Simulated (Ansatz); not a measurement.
H3SF, singlet: a pair in one relaxed arrangement.

The input file, in.yaml:

```yaml
crystal:
  periodic: [false, false, false]
  atoms:
    - {symbol: F, position_ang: [0.628525, 0.184109, -2.026242]}
    - {symbol: H, position_ang: [0.156436, 0.068639, -1.226665]}
    - {symbol: S, position_ang: [-0.785374, -0.173856, 0.766784]}
    - {symbol: H, position_ang: [0.181388, -0.991696, 1.213018]}
    - {symbol: H, position_ang: [-0.180875, 0.912805, 1.273106]}
basis:
  gaussian: {orbitals: "def2-TZVPPD.json"}
hamiltonian: {xc: {name: B97M-V}}
```

The basis file named in the input lies beside it (Basis Set Exchange, JSON).

Launched with

```bash
ansatz run in.yaml --threads 2 --pin off --events-out ev --progress --plain --max-ram 5222MiB
```

The run's output (Ansatz 0.2.0):

```
Functional definition: B97M-V
  name "B97M-V"
  cite "Mardirossian & Head-Gordon, J. Chem. Phys. 142, 074111 (2015) doi:10.1063/1.4907719"
  cite "Becke, J. Chem. Phys. 107, 8554 (1997) doi:10.1063/1.475007"
  cite "Vydrov & Van Voorhis, J. Chem. Phys. 133, 244103 (2010) doi:10.1063/1.3521275"
  # Of w^i u^j: cxij and so on, Table III.
  parameter cx00 = 1.000
  parameter cx01 = 1.308
  parameter cx02 = 1.901
  parameter cx10 = 0.416
  parameter cx11 = 3.070
  parameter css00 = 1.000
  parameter css02 = -1.855
  parameter css10 = -5.668
  parameter css32 = -20.497
  parameter css42 = -20.364
  parameter cos00 = 1.000
  parameter cos01 = 1.573
  parameter cos03 = -6.298
  parameter cos10 = 2.535
  parameter cos32 = -6.427
  parameter b = 6.0
  parameter c = 0.01
  gx(w, u) = cx00 + cx01*u + cx02*u^2 + (cx10 + cx11*u)*w
  gss(w, u) = css00 + css02*u^2 + css10*w + (css32*w^3 + css42*w^4)*u^2
  gos(w, u) = cos00 + cos01*u + cos03*u^3 + cos10*w + cos32*w^3*u^2
  exchange = spin_sum(e_x_unif_s*gx(b97_w, b97_u_x))
  correlation = spin_sum(e_c_pw_mod_same_spin*gss(b97_w, b97_u_same))
      + integral(e_c_pw_mod_opposite_spin*gos(b97_w_opposite, b97_u_opposite)) + vv10(b, c)
692 factors; their error is unknown
mean field evaluation 1: about -13597.3377 eV, gradient 3.6e1 eV
mean field evaluation 2: about -13594.1023 eV, gradient 6.0e1 eV
mean field evaluation 4: about -13599.2879 eV, gradient 1.3e0 eV
mean field evaluation 8: about -13599.2947 eV, gradient 1.6e-2 eV
mean field evaluation 16: about -13599.2809 eV, gradient 1.6e-5 eV
mean field -13599.28092793 eV, -499.7643561778 hartree, gradient 1.9e-5 eV, S^2 0.000000; 0 other end points of the search recorded, 0 dependent functions left out
reference -13599.28100953 eV, -499.7643591766 hartree; 14, 14 occupied and 128, 128 virtual orbitals, 692 factors
Total energy: -13599.28100953 eV, -499.7643591766 hartree
```

The lines “mean field evaluation” count trial sets of orbitals through the whole run, from several starts and some on an approximate energy, so they need not fall steadily or lie above the final value.

Hardware: 2 CPU threads of an Intel Xeon 6975P-C, shared host. Wall time about 1.9 s.
